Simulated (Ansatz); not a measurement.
Basis-set extrapolation for C$_{3}$H$_{4}$O (`C=C1CO1`) (PBE0-D4/def2-TZVP geometry, frozen core, the Gaussian-basis code of Ansatz). Multiplicity 1, RHF reference.

```tsv
	def2-TZVPP	def2-QZVPP
HF	-190.783285	-190.791915
MP2 correlation	-0.715143	-0.764438
CCSD(T) correlation	-0.769135	not run
```

Energies in hartree. Use E(X) = E(∞) + A·exp(−7.88·√X) for Hartree–Fock and E(X) = E(∞) + B·X^(−2.97) for correlation, with X = 3 and 4, and add CCSD(T) minus MP2 of the smaller set to the MP2 limit.

Task: What is the CCSD(T) energy at the basis-set limit?

Result: HF limit: -190.791915 + (-0.008630) × 0.13774 = -190.79310. MP2 limit: -0.764438 + (-0.049295) × 0.74074 = -0.80095. Higher-order term: -0.769135 − (-0.715143) = -0.05399. Total: -191.64804 hartree, 251.1 kJ/mol below CCSD(T)/def2-TZVPP.
